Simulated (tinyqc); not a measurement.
Stretching all distances: RHF, UHF, MP2, CISD and CCSD against full CI in the sto-3g basis, for H2F+, spin multiplicity 1. Computed by the program tinyqc with PySCF. 

Geometry (angstrom):
```
atom       x        y       z
F     0.0000   0.0000  0.0000
H     0.0000   0.8010  0.4910
H     0.0000  -0.8010  0.4910
```

All coordinates are multiplied by the scale. c0^2 is the weight of the RHF determinant in the lowest singlet FCI state (UHF is spin-contaminated and may lie near states of higher spin) and n(LUMO) the first natural occupation beyond the occupied space.

Full CI energy (hartree) and errors against it (kcal/mol):
```
scale   distance 1-2 (angstrom)      E(FCI)       RHF      UHF      MP2    CISD    CCSD  <S^2> UHF    c0^2  n(LUMO)
0.9000                   0.8456  -98.847481   19.2743  19.2743   4.4215  0.1871  0.1139     0.0000  0.9876   0.0131
1.0900                   1.0241  -98.904187   28.9728  28.9728   7.4609  0.4929  0.3014     0.0000  0.9739   0.0259
1.2800                   1.2026  -98.853682   41.7093  41.7093  11.6174  1.1534  0.7384     0.0000  0.9481   0.0480
1.4600                   1.3717  -98.780207   56.5747  56.4913  16.4196  2.2429  1.5135     0.0680  0.9073   0.0820
1.6500                   1.5502  -98.702614   74.8012  55.7957  21.9799  3.8803  2.7147     0.8454  0.8426   0.1370
1.8400                   1.7287  -98.635481   94.6041  43.1114  27.7411  5.7313  3.9757     1.1854  0.7513   0.2086
2.0300                   1.9072  -98.582816  113.9365  30.3183  35.2420  6.7580  4.5069     1.3344  0.6143   0.2895
```

UHF parts from RHF first at scale 1.46 of those listed, where <S^2> leaves zero. The weight c0^2 goes from 0.99 to 0.61 and n(LUMO) from 0.01 to 0.29: static correlation grows as the bonds break into open-shell fragments. The spread of the error along the curve, which distorts its shape, is CCSD 4.4, CISD 6.6, MP2 30.8, UHF 37.2, RHF 94.7 kcal/mol.
